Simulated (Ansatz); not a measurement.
# LiC+ (singlet): wave-function methods side by side at distance C1–Li2 = 1.830 Å, aug-cc-pVTZ

The task here is to estimate one member of a computed series from the others.

Computed with Ansatz 0.2.0, Gaussian basis. Level: aug-cc-pVTZ, core rule «outside noble gas», up to 2 orbitals frozen.

The runs, in order: UHF; CCSD(T) on RHF; CCSD(T) on UHF; BCCD(T) on RHF; CCSDT(Q) on RHF; CCSDT(Q) on UHF; Full CI.

43 further runs of the same task are left out: 19 for a known fault of the program, 12 that didn't finish, 12 set aside as unsound or not needed.

## What is computed

The geometry derives from a PBE0/def2-TZVP stationary point (not a proven minimum). One bond is set to the value named and the two fragments are kept rigid.

2 atoms, charge 1, spin multiplicity 1.

Atoms are counted from 1 here; the program's logs count them from 0.

Bond lengths: C1–Li2 1.830 Å.

The first run:

Contents of in.yaml:

```yaml
crystal:
  periodic: [false, false, false]
  atoms:
    - {symbol: C, position_ang: [0.000000, 0.000000, 0.000000]}
    - {symbol: Li, position_ang: [0.000000, 0.000000, 1.830000]}
basis:
  gaussian: {orbitals: aug-cc-pVTZ}
total_charge: 1
magnetization: {spin_polarized: true, initial_magnetization: 0}
hamiltonian: {xc: hf}
output: {orbitals: {seedname: orbitals}}
```

The run is started by

```bash
ansatz run in.yaml --threads 1 --pin off --events-out ev --progress --plain --max-ram 2393MiB
```

Steps of the session up to this table: UHF; CCSD(T) on RHF; CCSD(T) on UHF; BCCD(T) on RHF; CCSDT(Q) on RHF; CCSDT(Q) on UHF; Full CI.

One table of the session follows, with a row left open; its other results are not shown here.

It belongs to the step «Misses and costs». 

| method | from FCI (kJ/mol) |
| --- | --- |
| RHF | +324.8 |
| RMP2 | +101.1 |
| RCCSD | +15.5 |
| RCCSD(T) | +6.1 |
| BCCD(T) | ? |
| RCCSDT | +4.0 |
| RCCSDT(Q) | +2.0 |
| FCI | 0 |

Estimate the missing values for BCCD(T).

The run gave: from FCI (kJ/mol): +6.0. In the column «from FCI (kJ/mol)» it lies between RCCSDT (+4.0) and RCCSD(T) (+6.1).

Left out of the table: UHF, UMP2, UCCSD, UCCSD(T), UCCSDT, UCCSDT(Q) (another determinant or state than the rows shown).
